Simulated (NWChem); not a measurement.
## Correlation energy of CS

```
C
S 1 1.5389
```
Charge 0, spin multiplicity 1.

The numbers come from NWChem runs, not from measurements. Structure: optimised with B3LYP/def2-SVP, a minimum by its harmonic frequencies.

Basis set: 6-311G**. Each correlation energy counts from its own Hartree-Fock reference.

The correlated methods keep 6 core orbitals frozen. The Pople sets run with spherical d functions. The structure started from a generated list of species. Coupled-cluster values serve here as a point of comparison, not as the truth.

| method | correlation energy (mHa) |
|---|---|
| CCSD(T) | (withheld) |
| MP2 | (withheld) |
| SCS-MP2 | (withheld) |
| CR-CCSD[T] | (withheld) |
| CR-CCSD(T) | -278.7 |
| CCSD | -266.5 |
| CCSD+T(CCSD) | -284.2 |

Task: What belongs in the gaps?

Result: 
- CCSD(T), correlation energy (mHa): -282.1
- MP2, correlation energy (mHa): -250.2
- SCS-MP2, correlation energy (mHa): -244.5
- CR-CCSD[T], correlation energy (mHa): -280.3
